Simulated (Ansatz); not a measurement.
Two shapes of singlet CH₄S.

Shape 1:

```xyz
6

C     0.0000   -0.0252   -1.0566
S     0.0000   -0.0548    0.6104
H     0.0000   -0.9906   -1.3562
H    -0.8279    0.4219   -1.4268
H     0.8279    0.4219   -1.4268
H     0.0000    1.1751    0.7837
```

Shape 2:

```xyz
6

C    -0.0258   -0.0088   -1.1099
S     0.0283   -0.0187    0.6579
H    -0.0118   -1.1245   -1.4832
H    -0.9293    0.4768   -1.5148
H     0.8967    0.4321   -1.5932
H    -0.0475    1.2636    0.8444
```

Basis set: def2-TZVP (spherical functions). Frozen core: 6 orbitals. Charge 0, multiplicity 1.

Computed with Ansatz (development build ahead of 0.2.0); each method stands on the lowest determinant of its kind that the runs found.

Which shape is lower in energy, and by how much in each method?

| method | E(2) − E(1) (eV) |
| --- | --- |
| RHF | -0.503 |
| RHF-MP2 | -0.602 |

Shape 2 is lower. Caution: no unrestricted run beside it, a lower state can exist.
